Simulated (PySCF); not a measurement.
Reaction (SMILES): CCO + H+ → CC[OH2+]
B3LYP-D3(BJ)/def2-TZVP geometries, fixed; electronic energies without zero-point terms; positive where energy is released.
Largest species:
```xyz
10

C      1.2415    -0.3849    -0.0245
C      0.1316     0.6140    -0.0055
O     -1.2155    -0.1823    -0.0432
H     -2.0171     0.3730    -0.0073
H      0.0737     1.2204     0.8948
H      0.0492     1.2148    -0.9063
H      2.1778     0.1793    -0.0373
H      1.2551    -1.0063     0.8727
H      1.2131    -1.0075    -0.9176
H     -1.2663    -0.8904     0.6264
```
Charge +1, spin multiplicity 1.

Effect of the grid level at B3LYP/def2-TZVP with PySCF, against the last row, where the proton affinity is 192.81 kcal/mol. Species with rotatable bonds are taken in one conformer. Cost is core time over that of grids.level: 0, rough, on shared machines of one kind.

```csv
setting,"grid points, largest species",largest shift of a total energy (mEh),shift of the proton affinity (kcal/mol),cost
grids.level: 0,7600,-5.364,1.212,1×
grids.level: 1,32848,-0.008,-0.005,2×
grids.level: 2,71232,0.003,0.001,3×
grids.level: 3,110976,0.002,0.001,3×
grids.level: 4,195432,0.000,0.000,5×
grids.level: 5,293720,0.000,0.000,7×
grids.level: 7,610904,0.000,0.000,10×
```

Within 0.05 kcal/mol in the proton affinity: grids.level: 1; grids.level: 2; grids.level: 3; grids.level: 4; grids.level: 5. The largest shift is 5.364 mEh in a total energy and 1.212 kcal/mol in the difference.
